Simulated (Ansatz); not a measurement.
Rhombohedral A7 As, treated with r²SCAN+rVV10 (Ansatz, an electronic-structure program, plane waves, PAW).

Run with plane-wave cutoff 560 eV, 18×18×18 k mesh, Fermi–Dirac smearing 0.05 eV, scalar-relativistic PAW data made under PBE.

The cell is scaled about its equilibrium volume:

Shape and atoms are relaxed at each volume.

```
V (Å³/atom)  P (GPa)   c (Å)  a (Å)
-----------  -------  ------  -----
21.082          1.41  10.353  3.756
21.522          0.60  10.546  3.760
21.961          0.00  10.765  3.759
22.400         -0.41  11.019  3.753
22.839         -0.60  11.333  3.737
```

Note: the bulk modulus comes from volumes at which shape and atoms were relaxed.
